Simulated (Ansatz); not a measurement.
## Ansatz (development build ahead of 0.2.0) run

```yaml
crystal:
  periodic: [false, false, false]
  atoms:
    - { symbol: "N", position_ang: [0.0, 0.0, -0.56053] }
    - { symbol: O, position_ang: [0.0, 0.0, 0.49047] }
basis:
  gaussian: { orbitals: def2-TZVP }
magnetization:
  spin_polarized: true
  initial_magnetization: 1
hamiltonian:
  xc: hf
correlation:
  method: mp2
  frozen_orbitals: { "N": 1, O: 1 }
```

The input is written out in the form of the current development build from the run's settings.

Results

```yaml
Converged: yes
Reference_energy: -129.29364 hartree
Correlation_energy: -0.37918 hartree
Total_energy: -129.67281 hartree
Spin_squared_of_the_determinant: 0.761
```
